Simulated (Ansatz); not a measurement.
```yaml
crystal:
  periodic: [false, false, false]
  atoms:
    - {symbol: Li, position_ang: [-0.867880, -0.544481, -1.097314]}
    - {symbol: Li, position_ang: [1.667123, -0.758500, 0.090931]}
    - {symbol: Li, position_ang: [-0.799243, 1.302981, 1.006383]}
basis:
  gaussian: {orbitals: STO-3G}
magnetization: {spin_polarized: false, initial_magnetization: 1}
hamiltonian: {xc: {name: PBEsol}}
accuracy: high
scf: {lower_state_search: full}
```

```sh
$ ansatz run in.yaml --threads 4 --pin off --events-out ev --progress --plain --max-ram 3916MiB
```

Shortened log:

```
Functional definition: PBEsol
258 factors; integrals over basis functions are off by at most 5.5e-9 eV
mean field evaluation 1: about -595.7366 eV, gradient 3.2e0 eV
mean field evaluation 2: about -595.7232 eV, gradient 3.1e0 eV
mean field evaluation 4: about -595.8654 eV, gradient 1.4e0 eV
mean field evaluation 8: about -595.9046 eV, gradient 3.2e-2 eV
mean field evaluation 16: about -595.9046 eV, gradient 2.0e-4 eV
mean field evaluation 32: about -595.5044 eV, gradient 1.8e0 eV
mean field evaluation 64: about -595.1146 eV, gradient 3.1e-1 eV
mean field evaluation 96: about -595.3796 eV, gradient 2.8e0 eV
mean field evaluation 128: about -595.9044 eV, gradient 8.7e-2 eV
mean field -595.90461485 eV, -21.8990906770 hartree, gradient 7.0e-8 eV, S^2 0.750000; 14 other end points of the search recorded, 0 dependent functions left out
reference -595.90461787 eV, -21.8990907879 hartree; 5, 4 occupied and 10, 11 virtual orbitals, 258 factors
Total energy: -595.90461787 eV, -21.8990907879 hartree
```

It took 2.9 s on 4 threads of Arm Neoverse V1 on a shared host.

With spin_polarized false and unpaired electrons the run is restricted open-shell.
